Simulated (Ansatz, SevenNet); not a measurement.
For zinc-blende ZnSe, the machine-learned potential SevenNet-0 (trained on PBE and PBE+U data) gives:

```
Quantity                            Value
-------------------------------  --------
lattice constant a                5.741 Å
bulk modulus                     58.2 GPa
zone-centre TO phonon frequency  185 cm⁻¹
elastic constant C11             75.6 GPa
elastic constant C44             32.3 GPa
Voigt–Reuss–Hill shear modulus   22.3 GPa
```

Task: What does PBE0 (plane waves, PAW; Ansatz, a quantum-chemistry and plane-wave program) give for the same quantities?

Result: 
- lattice constant a: 5.695 Å (decreases by 0.8 %)
- bulk modulus: 63.1 GPa (increases by 8.4 %)
- zone-centre TO phonon frequency: 204 cm⁻¹ (goes up by 10 %)
- elastic constant C11: 87.9 GPa (grows by 16 %)
- elastic constant C44: 40.1 GPa (goes up by 24 %)
- Voigt–Reuss–Hill shear modulus: 29.4 GPa (increases by 32 %)

For comparison: lattice constant a 5.668 Å (measured, room temperature, no zero-point or thermal correction; as tabulated in Albrecht et al. (1997), arXiv:cond-mat/9706128); bulk modulus 62.4 GPa (measured, temperature not stated, no zero-point or thermal correction, our sources range from 62.4 to 69.3; as tabulated in Toher et al. (2017), arXiv:1611.05714); zone-centre TO phonon frequency 213 cm⁻¹ (measured, temperature not stated, no zero-point or thermal correction; as tabulated in Talwar et al. (2016), doi:10.1080/14686996.2016.1222495); elastic constant C11 85.9 GPa (measured, temperature not stated, not corrected to a static lattice; as tabulated in Oses et al. (2018), arXiv:1811.08464); elastic constant C44 40.6 GPa (measured, temperature not stated, no zero-point or thermal correction; as tabulated in Oses et al. (2018), arXiv:1811.08464).

Changes are worked out from the printed values.

Unless a cell is named, each level is at its own relaxed cell (SevenNet-0 23.65, PBE0 23.09 Å³/atom).

Ansatz's density-functional and Hartree–Fock values are scalar-relativistic unless marked +SOC, with PAW data made under PBE.
